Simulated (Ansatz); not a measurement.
One crystal and one scan (energy against volume) at two levels, PBEsol (plane waves to 420 eV, PAW, scalar-relativistic; Ansatz, an electronic-structure program) and PBE (plane waves to 420 eV, PAW, scalar-relativistic; Ansatz), each from its own relaxed cell and on its own mesh. The cell shown is that of PBEsol.

InAs (zinc blende)

```xyz
2
Lattice="0.0000 3.0437 3.0437 3.0437 0.0000 3.0437 3.0437 3.0437 0.0000" Properties=species:S:1:pos:R:3 pbc="T T T"
As     4.5655     4.5655     4.5655
In     0.0000     0.0000     0.0000
```

The volume is varied about the relaxed value V₀ at fixed cell shape. Symmetry pins the atoms to their sites.

The energy includes the smearing's −TS. InAs was relaxed with its symmetry unable to fall. The PAW data are Ansatz's earlier set. Percentages come from the unrounded values. Both scans cover V/V₀ from 0.840 to 1.160.

Results of PBEsol:

| Item | Value |
|---|---|
| Lattice constant a (Å) | 6.087 |
| Pressure at the smallest volume (GPa) | 14.6 |
| Energy cost of the largest compression (meV/atom) | 175 |
| Energy cost of the largest expansion (meV/atom) | 94 |
| Bulk modulus B₀ (third-order Birch-Murnaghan fit) (GPa) | 55.5 |
| Pressure for 5 % compression (fit) (GPa) | 3.2 |

Problem. What does PBE give for the same quantities?

Solution. 
| quantity | PBE | PBEsol − PBE |
|---|---|---|
| Lattice constant a (Å) | 6.187 | -0.100 (-1.6 %) |
| Pressure at the smallest volume (GPa) | 12.8 | +1.8 (+14 %) |
| Energy cost of the largest compression (meV/atom) | 160 | +15 (+9 %) |
| Energy cost of the largest expansion (meV/atom) | 86 | +8 (+10 %) |
| Bulk modulus B₀ (third-order Birch-Murnaghan fit) (GPa) | 48.3 | +7.2 (+15 %) |
| Pressure for 5 % compression (fit) (GPa) | 2.8 | +0.4 (+15 %) |

PBEsol gives the higher value for: pressure at the smallest volume; energy cost of the largest compression; energy cost of the largest expansion; bulk modulus B₀; pressure for 5 % compression. PBEsol gives the lower value for: lattice constant a. (PBEsol) At this level the bands of InAs touch or barely overlap; measurements give the solid a gap. (PBE) At this level the bands of InAs touch or barely overlap; measurements give the solid a gap. For the lattice constant a the reference is 6.047 Å (measured, corrected to the static lattice; as given in Daniel Mejia-Rodriguez, S. B. Trickey, Physical Review B (2018), arXiv:1807.09216): PBEsol lies nearer. For the bulk modulus B₀ the reference is 58.6 GPa (measured, corrected to the static lattice; as given in Daniel Mejia-Rodriguez, S. B. Trickey, Physical Review B (2018), arXiv:1807.09216): PBEsol lies nearer.  Neither level is exact: the differences show how much the result hangs on the functional.

(A scan under strain: stresses follow from slopes of the energy per volume, elastic moduli from its curvatures.)
